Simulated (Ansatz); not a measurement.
**Relaxing cerium (fcc)**

Level of theory: Ansatz, DFT, BLYP, plane waves (420 eV) with PAW, scalar-relativistic. (PAW data from PBE, frozen cores regenerated.)

k-point mesh 11×11×11, Fermi-Dirac smearing 0.1 eV, no spin polarisation. Cell and atoms relax.

Starting structure:

```
CELL_PARAMETERS angstrom
0.00000 2.58060 2.58060
2.58060 0.00000 2.58060
2.58060 2.58060 0.00000
ATOMIC_POSITIONS crystal
Ce 0.00000 0.00000 0.00000
```

Problem. What cell does the relaxation end in?

Solution. Fm-3m with a = 4.960 Å; 30.51 Å³ per atom against 34.37 at the start (-11.2 %).

Problem. How much energy does the relaxation gain?

Solution. 37.6 meV per atom.

Path of the relaxation (the plane waves are chosen anew near the end, which can shift the energy a little):

| step | E − E(final) (meV/atom) | V (Å³/atom) | P (GPa) | max force (eV/Å) |
| --- | --- | --- | --- | --- |
| 0 | 37.65 | 34.371 | -2.81 | 0.000 |
| 1 | 7.34 | 32.127 | -1.40 | 0.000 |
| 2 | -0.07 | 30.170 | 0.31 | 0.000 |
| 3 | -0.33 | 30.509 | -0.02 | 0.000 |
| 4 | 0.00 | 30.509 | -0.03 | 0.000 |

Spin polarisation is off here; a magnetic state may lie lower.

With an open f shell the SCF can settle in more than one state.

Semilocal functionals give the collapsed, α-like volume of cerium.
